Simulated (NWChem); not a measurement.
Correlation energy of S (-1)

SMILES: [S-]
```xyz
1

S      0.0000     0.0000     0.0000
```
Charge -1, spin multiplicity 2.

Program: NWChem.

Basis set: aug-cc-pVTZ. Each correlation energy counts from its own Hartree-Fock reference.

The correlated methods keep 5 core orbitals frozen. No SCF solution was tested for a lower state. Open-shell Hartree-Fock references start from PBE0 orbitals. No row is a measurement; the coupled-cluster row has its own basis-set and correlation limits.

```csv
method,correlation energy (mHa)
UMP2,___
SCS-UMP2,___
CCSD on ROHF,___
CCSD[T] on ROHF,-190.6
CCSD(T) on ROHF,-190.6
CCSD on UHF,-177.1
CCSD[T] on UHF,-185.3
CCSD(T) on UHF,-185.2
```

Q: Some entries are withheld; supply them.

A: 
- UMP2, correlation energy (mHa): -156.8
- SCS-UMP2, correlation energy (mHa): -156.6
- CCSD on ROHF, correlation energy (mHa): -182.1
